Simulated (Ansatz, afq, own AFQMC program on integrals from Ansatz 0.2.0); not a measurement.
AFQMC on a folder of integrals that Ansatz 0.2.0 wrote.

```yaml
crystal:
  periodic: [false, false, false]
  atoms:
    - {symbol: Si, position_ang: [-0.005941, 0.000000, 1.692878]}
    - {symbol: Ge, position_ang: [-0.001466, 0.000000, -0.747359]}
    - {symbol: H, position_ang: [1.461722, -0.000031, 1.996378]}
    - {symbol: H, position_ang: [-0.595235, 1.204279, 2.346671]}
    - {symbol: H, position_ang: [-0.595286, -1.204254, 2.346671]}
basis:
  gaussian: {orbitals: cc-pVDZ}
total_charge: 1
magnetization: {spin_polarized: true, initial_magnetization: 2}
correlation: {method: ccsd_t, electrons: outside_noble_gas, hamiltonian_folder: ham}
```

```sh
$ ansatz run in.yaml --threads 1 --pin off --events-out ev --progress --plain --max-ram 1382MiB
```

afq runs on the folder ham with

```
--method free --trial cisd --walkers 60 --time-step 0.03 --max-blocks 80 --target-error 0.00038 --factor-cut 1e-05 --seed 659 --times 0,0.21,0.42,0.81,1.2,1.8,2.4,3 --taylor-order 8
```

Times are imaginary, in 1/Eh. The walk had a cap of 1573 s. Filled inner d shells are frozen with the cores.

afq prints:

```
orbitals 41  electrons 6 4  factors 314 of 640
reference energy -2365.67641361 Eh
CCSD correlation -0.17613399 Eh in 12 cycles, weight of the determinant in the CISD state 0.8822
repeat  energy at the last time / Eh  error
    10  -2365.857807  0.000595
    20  -2365.857901  0.000512
    30  -2365.858182  0.000404
    40  -2365.858115  0.000314
time / (1/Eh)  energy / Eh  error  mean overlap
  0.00  -2365.852339  0.000121  1.1319
  0.21  -2365.854191  0.000162  1.1375
  0.42  -2365.855407  0.000153  1.1407
  0.81  -2365.856669  0.000217  1.1352
  1.20  -2365.857005  0.000151  1.1554
  1.80  -2365.857625  0.000228  1.1576
  2.40  -2365.858434  0.000329  1.1220
  3.00  -2365.858084  0.000308  1.1444
energy -2365.858084 +/- 0.000308 Eh
```

The run passed its tests (error under three times the target), which doesn't prove that it has relaxed.

Against this walk (error 8.4 meV) on the same determinant: CCSD(T) 32.5 meV higher, CCSDT(Q) 3.4 meV lower (within the noise). The error is statistical, and a free projection of finite length keeps a remainder of its start. The last points scatter (meV from the last: 39 ± 6 at 0.81, 29 ± 4 at 1.20, 12 ± 6 at 1.80, -10 ± 9 at 2.40, 0 ± 8 at 3.00); the last is the one printed as the energy, and the gaps above move with that scatter.

Cautions: remainder of the start not in the error; no relativity below Rb; no spin-orbit coupling; inner d shell frozen; another spin lies lower (by 1.13 eV).

The walk took 2.2 min on 1 thread of Arm Neoverse V2 (shared host). The log's last line is the free-projection energy.

CCSDT and higher add their correlation energy to the determinant of the CCSD(T) run, since their own runs factorise the integrals more tightly (a shift of under 2 meV). A walk keeps the symmetry of its determinant, which the program's search chose and which needn't be the lowest solution, so a lower state of the same spin and another symmetry isn't excluded.
